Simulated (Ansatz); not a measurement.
Reaction (SMILES): FF (F2) → 2 F atom
B3LYP-D3(BJ)/def2-TZVP geometries, fixed; electronic energies without zero-point terms.

Basis-set convergence of the atomisation energy at MP2 with Ansatz (a first-principles code). All functions are spherical. Cores are frozen. A restricted Hartree-Fock determinant is unstable towards unrestricted orbitals. Open shells are unrestricted. No added dispersion term, no relativity. Functions are those of the species that has most. Reference: Hartree-Fock in aug-cc-pV5Z plus the correlation part extrapolated as X^-3 from aug-cc-pVQZ and aug-cc-pV5Z, 44.32 kcal/mol, itself unsure by roughly 0.18 kcal/mol (a third of the extrapolation step and of the last Hartree-Fock step). Deviations are taken from unrounded values.

```csv
basis,functions,atomisation energy (kcal/mol)
cc-pVDZ,28,29.83
aug-cc-pVDZ,46,34.50
def2-SVP,28,33.00
def2-SVPD,46,33.14
pcseg-1,28,31.57
aug-pcseg-1,46,34.84
6-311G**,36,29.86
6-311+G**,44,29.02
cc-pVTZ,60,40.11
aug-cc-pVTZ,92,41.84
pcseg-2,60,40.70
aug-pcseg-2,92,41.78
def2-TZVPP,62,40.03
def2-TZVPPD,80,40.28
cc-pVQZ,110,42.39
aug-cc-pVQZ,160,43.27
def2-QZVPP,114,42.14
def2-QZVPPD,132,42.41
pcseg-3,120,43.05
aug-pcseg-3,170,43.69
cc-pV5Z,182,43.30
aug-cc-pV5Z,254,43.78
```

What the diffuse functions change, pair by pair:
- cc-pVDZ to aug-cc-pVDZ: 18 more functions, deviation -14.49 to -9.82 kcal/mol
- def2-SVP to def2-SVPD: 18 more functions, deviation -11.32 to -11.18 kcal/mol
- pcseg-1 to aug-pcseg-1: 18 more functions, deviation -12.75 to -9.48 kcal/mol
- 6-311G** to 6-311+G**: 8 more functions, deviation -14.45 to -15.30 kcal/mol
- cc-pVTZ to aug-cc-pVTZ: 32 more functions, deviation -4.21 to -2.48 kcal/mol
- pcseg-2 to aug-pcseg-2: 32 more functions, deviation -3.62 to -2.54 kcal/mol
- def2-TZVPP to def2-TZVPPD: 18 more functions, deviation -4.29 to -4.04 kcal/mol
- cc-pVQZ to aug-cc-pVQZ: 50 more functions, deviation -1.93 to -1.05 kcal/mol
- def2-QZVPP to def2-QZVPPD: 18 more functions, deviation -2.18 to -1.91 kcal/mol
- pcseg-3 to aug-pcseg-3: 50 more functions, deviation -1.27 to -0.63 kcal/mol
- cc-pV5Z to aug-cc-pV5Z: 72 more functions, deviation -1.01 to -0.53 kcal/mol

Leaving out the reference's own pair, they bring the value nearer the reference by more than 0.18 kcal/mol in 8 of 10 pairs.
